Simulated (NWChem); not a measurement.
System: trifluoromethane (CHF$_{3}$); SMILES C(F)(F)F

Here is an NWChem input.

```
start job
memory heap 200 mb stack 900 mb global 1100 mb
geometry units angstroms noautoz
  F      0.880498     0.880498    -0.126012
  C      0.000000     0.000000     0.333995
  F      0.322285    -1.202783    -0.126012
  F     -1.202783     0.322285    -0.126012
  H      0.000000     0.000000     1.437170
end
basis spherical
  * library 6-31+g*
end
dft
  xc b3lyp
  iterations 150
  mulliken
end
task dft energy
```

Structure relaxed at the PBE0/def2-SVP level. B3LYP is NWChem's, with the RPA form of VWN correlation.

Task: What results follow from this input? (B3LYP/6-31+G* (spherical d).) Quantities: basis functions; energy (Ha); highest occupied level (eV); orbital gap (eV); dipole (D).

Result: 
```yaml
number_of_basis_functions: 74
energy (Ha): -338.25
highest occupied level (eV): -11.20
orbital gap (eV): 11.39
dipole (D): 1.65
```
